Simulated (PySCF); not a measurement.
## Dipole moment and polarisability across levels of theory

CH2ClF.
SMILES: `FCCl`

PySCF, dipoles from the SCF density, polarisabilities from static response with core orbitals frozen. Isolated species at its PBE0-D3(BJ)/def2-SVP geometry, gas phase.

Which levels come closest to the reference values?

| level | μ (D) | error (%) | α (Å³) | error (%) | anisotropy (Å³) |
| --- | --- | --- | --- | --- | --- |
| LDA/def2-SVPD | 1.761 | -3.2 | 4.66 | +3.3 | 1.48 |
| PBE/def2-SVPD | 1.729 | -5.0 | 4.64 | +2.9 | 1.47 |
| B3LYP/def2-SVPD | 1.812 | -0.4 | 4.50 | -0.2 | 1.42 |
| PBE0/def2-SVPD | 1.824 | +0.2 | 4.43 | -1.7 | 1.39 |
| BHandHLYP/def2-SVPD | 1.911 | +5.0 | 4.32 | -4.3 | 1.36 |
| CAM-B3LYP/def2-SVPD | 1.857 | +2.0 | 4.44 | -1.6 | 1.38 |
| wB97X-D/def2-SVPD | 1.866 | +2.5 | 4.40 | -2.5 | 1.36 |
| LC-wPBE/def2-SVPD | 1.874 | +3.0 | 4.33 | -3.9 | 1.33 |
| HF/def2-SVPD | 2.035 | +11.8 | 4.15 | -8.0 | 1.30 |
| PBE0/6-31G* | 1.875 | +3.0 | 3.09 | -31.5 | 1.77 |
| PBE0/def2-SVP | 1.815 | -0.3 | 2.97 | -34.1 | 1.61 |
| PBE0/6-31+G* | 1.962 | +7.8 | 3.61 | -19.9 | 1.67 |
| PBE0/aug-cc-pVDZ | 1.811 | -0.5 | 4.38 | -2.8 | 1.51 |
| PBE0/def2-TZVP | 1.774 | -2.5 | 3.78 | -16.1 | 1.65 |
| PBE0/def2-TZVPD | 1.776 | -2.4 | 4.53 | +0.5 | 1.44 |
| PBE0/aug-cc-pVTZ | 1.787 | -1.8 | 4.51 | 0.0 | 1.47 |

Reference dipole: 1.820 D (measured, gas; NIST CCCBDB Release 22 (SRD 101), experimental dipoles). Reference polarisability: 4.509 Å³ (measured, gas; NIST CCCBDB Release 22 (SRD 101), experimental polarizabilities). The anisotropy is √(½[(α1 − α2)² + (α2 − α3)² + (α3 − α1)²]). For the dipole, the smallest error is 0.2% (PBE0/def2-SVPD) and the largest 11.8% (HF/def2-SVPD). For the polarisability, the smallest error is 0.0% (PBE0/aug-cc-pVTZ) and the largest 34.1% (PBE0/def2-SVP). The dipole runs from 1.73 D (PBE/def2-SVPD) to 2.03 D (HF/def2-SVPD). In one basis (def2-SVPD) the functionals order the polarisability from HF (lowest) to LDA (highest), a spread of 12%. With PBE0 the polarisability is 3.28 Å³ without diffuse functions (mean of 6-31G*, def2-SVP and def2-TZVP) and 4.29 Å³ with them (mean of 6-31+G*, def2-SVPD, aug-cc-pVDZ, def2-TZVPD and aug-cc-pVTZ). Measured values can belong to vibrating molecules; the computed ones are for one fixed geometry.
